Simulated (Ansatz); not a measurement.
Reaction (SMILES): FC(F)(F)F + 4 [H][H] (H2) → C (CH4) + 4 F (HF)
B3LYP-D3(BJ)/def2-TZVP geometries, fixed; electronic energies without zero-point terms.
Largest species:
```
C
F 1 1.3260
F 1 1.3260 2 109.47
F 1 1.3260 2 109.47 3 120.00
F 1 1.3260 2 109.47 4 120.00
```

Basis-set convergence of the energy of full hydrogenation at r2SCAN with Ansatz (a quantum-chemistry and plane-wave program). Cartesian d functions, on some or all atoms, in 6-31G*, 6-31G**, 6-31+G*; all else is spherical. The program fits the integrals of some runs and decomposes those of others, by size. No added dispersion term, no relativity. Functions are those of the species that has most. Reference: the value in aug-cc-pVQZ, -59.39 kcal/mol, itself unsure by roughly 0.46 kcal/mol (its mean distance from def2-QZVPPD, pcseg-3, def2-QZVPP). Deviations are taken from unrounded values.

| basis | functions |
|---|---|
| STO-3G | 25 |
| 3-21G | 45 |
| 6-31G | 45 |
| 6-31G* | 75 |
| 6-31G** | 75 |
| 6-311G** | 90 |
| 6-31+G* | 95 |
| 6-311+G** | 110 |
| aug-cc-pVDZ | 115 |
| 6-311++G(2d,2p) | 135 |
| 6-311++G(3df,3pd) | 195 |
| jun-cc-pV(T+d)Z | 195 |
| aug-cc-pVTZ | 230 |
| aug-cc-pVQZ | 400 |

**Question.** Which is the smallest set listed that can be trusted to 4 kcal/mol here, that is, within that of the reference together with its larger relatives (same family, alike in diffuse functions; a set with none to test it counts only in the reference's own line)?

**Answer.** The smallest set listed that lies within 4 kcal/mol of the reference with all its larger relatives (same family, alike in diffuse functions; a set with none counts only in the reference's own line) is jun-cc-pV(T+d)Z (195 functions, -0.71 kcal/mol off). Inside, with no larger relative to test it: 6-311++G(3df,3pd). Value minus reference: STO-3G 129.33, 3-21G 80.02, 6-31G 20.91, 6-31G* 49.72, 6-31G** 33.35, 6-311G** 13.38, 6-31+G* 15.70, 6-311+G** -6.08, aug-cc-pVDZ -9.01, 6-311++G(2d,2p) -6.10, 6-311++G(3df,3pd) -0.03, jun-cc-pV(T+d)Z -0.71, aug-cc-pVTZ -0.12, aug-cc-pVQZ 0.00 kcal/mol.
